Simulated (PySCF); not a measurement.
Compound: (Z)-2-buten-1-ol, C4H8O.
Numbering: `[CH3:1]/[CH:2]=[CH:3]\[CH2:4][OH:5]` (hydrogens: H6, H7, H8 on C1; H9 on C2; H10 on C3; H11, H12 on C4; H13 on O5)

Cartesian coordinates in Å at the PBE0-D3(BJ)/def2-SVP level; atoms count from 1:
```xyz
13
C4H8O angstrom
C      1.739   -0.478   -0.153
C      0.861    0.716   -0.338
C     -0.431    0.845   -0.007
C     -1.325   -0.190    0.601
O     -2.524   -0.338   -0.120
H      2.256   -0.733   -1.092
H      1.191   -1.367    0.189
H      2.529   -0.270    0.588
H      1.349    1.589   -0.789
H     -0.929    1.800   -0.209
H     -1.622    0.130    1.615
H     -0.795   -1.154    0.723
H     -2.285   -0.543   -1.031
```

Method: core-valence-separated Tamm–Dancoff BHandHLYP/aug-pcX-1 (pcseg-1 on H) in PySCF, non-relativistic, gas phase, PBE0-D3(BJ)/def2-SVP geometry.

Computed carbon K-edge spectrum, Gaussian lines of 0.8 eV full width, highest printed point 100; it ends one width below the last computed root. BHandHLYP without relativity tends to put these K edges a few eV too low, so spacings mean more than positions.

```tsv
photon energy (eV)	absorption
281.7	1
281.8	2
281.9	4
282.0	7
282.1	14
282.2	24
282.3	38
282.4	54
282.5	72
282.6	88
282.7	98
282.8	100
282.9	94
283.0	81
283.1	64
283.2	46
283.3	31
283.4	19
283.5	11
283.6	5
283.7	3
283.8	1
283.9	0
284.0	0
284.1	0
284.2	0
284.3	0
284.4	0
284.5	0
284.6	0
284.7	0
284.8	1
284.9	2
285.0	3
285.1	6
285.2	10
285.3	15
285.4	21
285.5	28
285.6	36
285.7	44
285.8	52
285.9	59
286.0	65
286.1	70
286.2	73
286.3	74
286.4	72
286.5	66
286.6	59
286.7	52
286.8	45
```

Task: Assign the maxima to core holes.

Result: 2 maxima:
- 282.8 eV: C2 (alkene CH carbon), 282.80 eV, f = 0.070, 1s→π*, 57 % of the height at the exact maximum; C3 (alkene CH carbon), 282.74 eV, f = 0.053, 1s→π*, 43 % of the height at the exact maximum
- 286.3 eV: C1 (allylic carbon), 286.46 eV, f = 0.030, 29 % of the height at the exact maximum; C1 (allylic carbon), 286.21 eV, f = 0.025, 27 % of the height at the exact maximum; C4 (carbinol carbon (C–OH)), 286.41 eV, f = 0.021, 21 % of the height at the exact maximum

Further lines of some strength in the range: C1, 285.53 eV, f = 0.007; C3, 285.78 eV, f = 0.014; C2, 285.88 eV, f = 0.020.

Roots within 0.03 eV on the same or equivalent atoms count as one line; shares under 12 % aren't listed.

Vibrational structure and lifetime widths aren't in the curve. The ionisation threshold wasn't computed; near and above it a finite basis only mimics Rydberg series and continuum.

The run took 23 s wall on an Arm Neoverse V1 with one thread, no GPU, shared host.

One conformer stands for the species.
